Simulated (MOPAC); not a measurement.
A run for MOPAC: AM1 on HOCH3Fts, charge -1. Charge -1.

```
AM1 1SCF PRECISE CHARGE=-1 THREADS=1
CH4FO

F      0.02253600 1    -0.00745300 1     0.00552900 1
C     -0.01842000 1     0.00503700 1     1.76492500 1
H      1.04805000 1     0.00524000 1     1.85414600 1
H     -0.54781900 1     0.93470700 1     1.79222400 1
H     -0.54895500 1    -0.92343300 1     1.80576200 1
O      0.00126500 1     0.01920000 1     3.75059900 1
H     -0.92676300 1     0.03161500 1     3.99758100 1
```

It printed:

```
*******************************************************************************
 **                                                                           **
 **                              MOPAC v23.2.5                                **
 **                                                                           **
 *******************************************************************************
 ** MOPAC's Digital Object Identifier: https://doi.org/10.5281/zenodo.6511958 **
 **                                                                           **
 ** Please cite the open-source release paper for use of this MOPAC version:  **
 ** J. E. Moussa and J. J. P. Stewart (2026)                                  **
 ** MOPAC: An open-source semiempirical molecular orbital program             **
 ** J. Open Source Softw., 11(119), 8025, https://doi.org/10.21105/joss.08025 **
 *******************************************************************************

                              AM1 CALCULATION RESULTS

 *******************************************************************************
 *  AM1        - The AM1 Hamiltonian to be used
 *
 *
 *
 *                 CHARGE ON SYSTEM = -1
 *
 *
 *
 *  PRECISE    - TIGHTER CRITERIA TO BE USED
 *  1SCF       - DO 1 SCF AND THEN STOP
 *  THREADS=1  - MULTI-THREADING NOT USED
 *  T=         - A TIME OF 172800.0 SECONDS REQUESTED
 *  DUMP=N     - RESTART FILE WRITTEN EVERY 7200.0 SECONDS REQUESTED
 *******************************************************************************
AM1 1SCF PRECISE CHARGE=-1 THREADS=1
 CH4FO

   ATOM   CHEMICAL          X               Y               Z
  NUMBER   SYMBOL      (ANGSTROMS)     (ANGSTROMS)     (ANGSTROMS)

     1       F          0.02253600  *  -0.00745300  *   0.00552900  *
     2       C         -0.01842000  *   0.00503700  *   1.76492500  *
     3       H          1.04805000  *   0.00524000  *   1.85414600  *
     4       H         -0.54781900  *   0.93470700  *   1.79222400  *
     5       H         -0.54895500  *  -0.92343300  *   1.80576200  *
     6       O          0.00126500  *   0.01920000  *   3.75059900  *
     7       H         -0.92676300  *   0.03161500  *   3.99758100  *



          CARTESIAN COORDINATES

    NO.       ATOM           X           Y           Z

     1         F          0.0225     -0.0075      0.0055
     2         C         -0.0184      0.0050      1.7649
     3         H          1.0480      0.0052      1.8541
     4         H         -0.5478      0.9347      1.7922
     5         H         -0.5490     -0.9234      1.8058
     6         O          0.0013      0.0192      3.7506
     7         H         -0.9268      0.0316      3.9976

  H: (AM1): M.J.S. DEWAR ET AL, J. AM. CHEM. SOC. 107 3902-3909 (1985)
  C: (AM1): M.J.S. DEWAR ET AL, J. AM. CHEM. SOC. 107 3902-3909 (1985)
  O: (AM1): M.J.S. DEWAR ET AL, J. AM. CHEM. SOC. 107 3902-3909 (1985)
  F: (AM1): M.J.S. DEWAR AND E. G. ZOEBISCH, THEOCHEM, 180, 1 (1988).

           Empirical Formula: C H4 O F  =     7 atoms



      MOLECULAR POINT GROUP   :   Cs


      RHF CALCULATION, NO. OF DOUBLY OCCUPIED LEVELS = 11


 -------------------------------------------------------------------------------
 AM1 1SCF PRECISE CHARGE=-1 THREADS=1
 CH4FO



     1SCF WAS SPECIFIED, SO BFGS WAS NOT USED
     SCF FIELD WAS ACHIEVED


                              AM1 CALCULATION
                                                       MOPAC v23.2.5 Linux




          FINAL HEAT OF FORMATION =        -42.49881 KCAL/MOL =    -177.81502 KJ/MOL


          COSMO AREA              =         86.66 SQUARE ANGSTROMS
          COSMO VOLUME            =         65.81 CUBIC ANGSTROMS

          IONIZATION POTENTIAL    =          2.903442 EV
          HOMO LUMO ENERGIES (EV) =         -2.903  8.102
          NO. OF FILLED LEVELS    =         11
          MOLECULAR WEIGHT        =         51.0404         POINT GROUP:  Cs

          MOLECULAR DIMENSIONS (Angstroms)

            Atom       Atom       Distance
            H     7    F     1     4.10356
            H     5    H     4     1.85818
            H     4    H     3     1.56589


          SCF CALCULATIONS        =          1





   ATOM   CHEMICAL          X               Y               Z
  NUMBER   SYMBOL      (ANGSTROMS)     (ANGSTROMS)     (ANGSTROMS)

     1       F          0.02253600  *  -0.00745300  *   0.00552900  *
     2       C         -0.01842000  *   0.00503700  *   1.76492500  *
     3       H          1.04805000  *   0.00524000  *   1.85414600  *
     4       H         -0.54781900  *   0.93470700  *   1.79222400  *
     5       H         -0.54895500  *  -0.92343300  *   1.80576200  *
     6       O          0.00126500  *   0.01920000  *   3.75059900  *
     7       H         -0.92676300  *   0.03161500  *   3.99758100  *

                             CARTESIAN COORDINATES

   1    F        0.022536000    -0.007453000     0.005529000
   2    C       -0.018420000     0.005037000     1.764925000
   3    H        1.048050000     0.005240000     1.854146000
   4    H       -0.547819000     0.934707000     1.792224000
   5    H       -0.548955000    -0.923433000     1.805762000
   6    O        0.001265000     0.019200000     3.750599000
   7    H       -0.926763000     0.031615000     3.997581000


           Empirical Formula: C H4 O F  =     7 atoms



      MOLECULAR POINT GROUP   :   Cs


                  EIGENVALUES
 -37.20382 -26.22120 -21.98235  -9.60868  -9.45127  -8.15203  -7.38085  -6.05141
  -5.98621  -3.59302  -2.90344   8.10160   9.77026  10.08498  10.17280  13.39784


              NET ATOMIC CHARGES AND DIPOLE CONTRIBUTIONS

  ATOM NO.   TYPE          CHARGE      No. of ELECS.   s-Pop       p-Pop
    1          F          -0.582912        7.5829     1.98298     5.59993
    2          C           0.156453        3.8435     1.26397     2.57957
    3          H           0.080702        0.9193     0.91930
    4          H           0.066086        0.9339     0.93391
    5          H           0.066354        0.9336     0.93365
    6          O          -0.852867        6.8529     1.93235     4.92052
    7          H           0.066185        0.9338     0.93382
 DIPOLE           X         Y         Z       TOTAL
 POINT-CHG.    -0.390    -0.014    -2.371     2.403
 HYBRID        -0.588     0.008     0.154     0.608
 SUM           -0.979    -0.006    -2.218     2.424


          ATOMIC ORBITAL ELECTRON POPULATIONS

     Atom    s        px        py        pz
    1  F   1.98298   1.99853   1.99870   1.60270
    2  C   1.26397   0.99385   0.97413   0.61159
    3  H   0.91930
    4  H   0.93391
    5  H   0.93365
    6  O   1.93235   1.18037   1.99969   1.74046
    7  H   0.93382

 **********************
 *                    *
 * JOB ENDED NORMALLY *
 *                    *
 **********************




 == MOPAC DONE ==
```

The run finished.

Cost: very roughly 0.04 core-seconds.
